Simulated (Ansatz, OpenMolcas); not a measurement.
# From Ansatz to OpenMolcas

Ansatz 0.2.0 runs this on SiH3F (SMILES F[SiH3]):

job.yaml:
```yaml
crystal:
  periodic: [false, false, false]
  atoms:
    - {symbol: F, position_ang: [-1.069060, 0.249446, 1.564466]}
    - {symbol: Si, position_ang: [0.248840, 0.067346, 0.675766]}
    - {symbol: H, position_ang: [-0.367800, -0.192600, -1.443700]}
    - {symbol: H, position_ang: [0.974140, -1.131254, 1.158066]}
    - {symbol: H, position_ang: [1.086040, 1.280046, 0.829866]}
basis:
  gaussian:
    orbitals: STO-3G
hamiltonian:
  xc: hf
accuracy: high
```

```bash
$ ansatz run job.yaml --threads 1 --pin off --max-ram 2610MiB --events-out events.jsonl --progress --plain --runs-dir runs
```

The H3–Si2 distance was set to 2.223 Å, away from the relaxed value.

It gives a total energy of -385.235411 Eh.

Q: Write the same calculation for OpenMolcas 26.06 as an input file of the program's own.

A: This input was run:

mol.input:
```
* FH3Si Hartree-Fock

&GATEWAY
  BASLIB=$CurrDir
  COORD
  5
  angstrom
  F       -1.069060       0.249446       1.564466
  Si       0.248840       0.067346       0.675766
  H       -0.367800      -0.192600      -1.443700
  H        0.974140      -1.131254       1.158066
  H        1.086040       1.280046       0.829866
  BASIS=STO-3G
  GROUP=NoSym

&SEWARD

&SCF
  THRESHOLDS=1e-10 1e-07 1e-07 1e-05
  PRORBITALS=1 1
```

```bash
$ export MOLCAS_MEM=1860
$ pymolcas mol.input > mol.log
```

(Basis files named in the input come from the Basis Set Exchange and aren't shown.)

Its energy is -385.235411 Eh, 0.000 mEh from the first.
